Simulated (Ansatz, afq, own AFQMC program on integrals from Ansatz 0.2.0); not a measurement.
Two steps: Ansatz 0.2.0 writes the Fock matrix and Cholesky factors of the valence space, and afq projects on them the lowest state that overlaps trial and start.

```yaml
crystal:
  periodic: [false, false, false]
  atoms:
    - {symbol: O, position_ang: [-0.939423, -0.231644, 0.000000]}
    - {symbol: H, position_ang: [-1.188732, 0.694932, 0.000000]}
    - {symbol: H, position_ang: [0.252577, -0.231644, 0.000000]}
    - {symbol: Br, position_ang: [1.875577, -0.231644, 0.000000]}
basis:
  gaussian: {orbitals: cc-pVTZ}
magnetization: {spin_polarized: true, initial_magnetization: 1}
correlation: {method: ccsd_t, electrons: outside_noble_gas, hamiltonian_folder: ham}
```

```sh
$ ansatz run in.yaml --threads 1 --pin off --events-out ev --progress --plain --max-ram 16896MiB --backend cuda --devices 0, --max-vram 18GiB
```

afq runs on the folder ham with

```
--method phaseless --trial cisd --walkers 1400 --populations 20 --least-time 60 --time-step 0.005 --steps-per-block 50 --equilibration-blocks 28 --max-blocks 4000 --target-error 0.00023 --factor-cut 1e-05 --start spin_pure --seed 1948 --release-times 0.24,0.51,0.99,1.5 --release-step 0.03 --release-every 4 --taylor-order 6
```

Times are imaginary, in 1/Eh. The walk had a cap of 238 s. With eight or more populations the least sampling time is a fifth of least-time, and the error comes from their spread. Filled inner d shells are frozen with the cores.

afq prints:

```
orbitals 86  electrons 8 7  factors 561 of 622
reference energy -2648.44220218 Eh
CCSD correlation -0.43477228 Eh in 17 cycles, weight of the determinant in the CISD state 0.8552
energy of the start -2648.871456 Eh
 block  time / (1/Eh)  mean weight  energy / Eh
     1     0.250  1.0001  -2648.870483
     2     0.500  0.9994  -2648.877822
     3     0.750  0.9983  -2648.882899
     4     1.000  0.9997  -2648.888037
     5     1.250  1.0005  -2648.888918
     7     1.750  1.0012  -2648.892257
     9     2.250  1.0008  -2648.893617
    13     3.250  1.0002  -2648.895348
    19     4.750  1.0002  -2648.894726
    25     6.250  0.9998  -2648.894328
    31     7.750  1.0008  -2648.896433
    37     9.250  0.9995  -2648.892824
    43    10.750  0.9998  -2648.896550
    49    12.250  1.0008  -2648.896012
    52    13.000  1.0007  -2648.896611
    55    13.750  1.0000  -2648.891479
    61    15.250  1.0000  -2648.891482
    64    16.000  1.0001  -2648.890064
    67    16.750  1.0006  -2648.894393
    73    18.250  1.0000  -2648.892300
    79    19.750  1.0001  -2648.894141
    85    21.250  1.0002  -2648.892664
    91    22.750  1.0003  -2648.891142
    97    24.250  1.0012  -2648.892505
   103    25.750  0.9998  -2648.891983
   109    27.250  0.9991  -2648.895345
   115    28.750  1.0003  -2648.892342
   121    30.250  0.9993  -2648.892573
   127    31.750  1.0003  -2648.891770
   133    33.250  1.0004  -2648.892605
   136    34.000  1.0002  -2648.890563
error from the spread of 20 populations
released: time / (1/Eh)  energy / Eh  error  mean overlap
  0.24  -2648.893338  0.000249  0.9948
  0.51  -2648.893795  0.000256  0.9884
  0.99  -2648.894153  0.000263  0.9834
  1.50  -2648.894734  0.000415  0.9784
energy -2648.892968 +/- 0.000223 Eh
(rows thinned)
```

The run passed its tests (sampling time, drift between the halves within three errors, error under three times the target), which doesn't prove that it has relaxed. The second half of the sampling lies above the first by 1.7 errors of their difference, so the energy may still be moving and its error bar be too small.

Against this walk (error 6.1 meV) on the same determinant: CCSD(T) 12.5 meV higher. The error is statistical and leaves out the bias of the constraint. None of these is a sure reference here. The released energies are still falling (meV from the phaseless value at times in 1/Eh: -10 ± 7 at 0.24, -22 ± 7 at 0.51, -32 ± 7 at 0.99, -48 ± 11 at 1.50), so they give no level; they do show a bias of the constraint, and the last of them that isn't too noisy lies 61 meV below CCSD(T).

Cautions: constraint bias not in the error; no relativity below Rb; no spin-orbit coupling; inner d shell frozen; unrestricted determinant slightly spin contaminated (⟨S²⟩ 0.82 against 0.75).

The walk took 3.8 min on 1 × NVIDIA H100 80GB HBM3 with 2 threads of AMD EPYC 7R13 Processor (Zen 3), on a shared host (the card was shared). The log's last line is the phaseless energy.

A walk keeps the symmetry of its determinant, which the program's search chose and which needn't be the lowest solution, so a lower state of the same spin and another symmetry isn't excluded.
